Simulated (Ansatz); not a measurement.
Start from `O=C/C(F)=C/F` and change one atom or group (the configuration at the double bond changes too) to get `C=C/C(F)=C\F`.

Ansatz, PBE0-D4/def2-TZVP geometries, multiplicity 1. Each molecule was computed in one conformer, which needn't be the lowest.

```
                                      property  `O=C/C(F)=C/F`
           HOMO energy (B3LYP/def2-TZVPP) / eV           -7.91
           LUMO energy (B3LYP/def2-TZVPP) / eV           -2.52
             HOMO energy (PBE/def2-TZVPP) / eV           -6.44
         LUMO energy (ωB97M-V/def2-TZVPP) / eV           -0.03
size of the dipole moment (PBE/def2-TZVPP) / D            0.71
         HOMO energy (ωB97M-V/def2-TZVPP) / eV          -10.29
```

Question: What does the change do to each property? (An estimate is asked.)

Answer: The calculation gave: 
```csv
property,`C=C/C(F)=C\F`,shift
HOMO energy (B3LYP/def2-TZVPP) / eV,-6.68,1.23
LUMO energy (B3LYP/def2-TZVPP) / eV,-1.38,1.14
HOMO energy (PBE/def2-TZVPP) / eV,-5.76,0.68
LUMO energy (ωB97M-V/def2-TZVPP) / eV,0.92,0.95
size of the dipole moment (PBE/def2-TZVPP) / D,0.22,-0.49
HOMO energy (ωB97M-V/def2-TZVPP) / eV,-8.98,1.31
```

With PBE0 the HOMO rises by 1.23 eV and the LUMO rises by 1.11 eV, so the gap narrows by about 0.12 eV. PBE moves the HOMO by 0.68 eV and ωB97M-V by 1.31 eV. Dipoles are sizes alone; their direction can turn.

B3LYP here is the variant with VWN-RPA as its local correlation; programs differ in this.
